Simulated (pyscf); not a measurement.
Elementary routes open to F–SiH₂–O–SiH₃ + H₂ in the gas phase (singlet surface):
A. H₃Si–O–SiH₃ + HF (F–Si, H–H broken; H–Si, F–H formed)
B. F–SiH₃ + HO–SiH₃ (O–Si, H–H broken; H–Si, H–O formed)

Optimised with ωB97X-D3(BJ)/def2-SVP in PySCF.

Problem. Rank the routes by free-energy barrier at 298 K, lowest first, for ωB97M-D3(BJ)/def2-TZVP energies (ideal gas, 1 atm, RRHO with modes under 100 cm⁻¹ raised to 100, one conformer, R ln 2 for chiral ones without a mode under 150 cm⁻¹).

Solution. B (2.71 eV), A (2.95 eV)

Route B is the fastest of these, ahead of the next by 0.24 eV. The most stable products are those of B (ΔG = +1.14 eV), so kinetics and thermodynamics agree. At 1200 K B is still the fastest. Only these routes are compared; each barrier is that of the saddle found, and lower ones may exist.
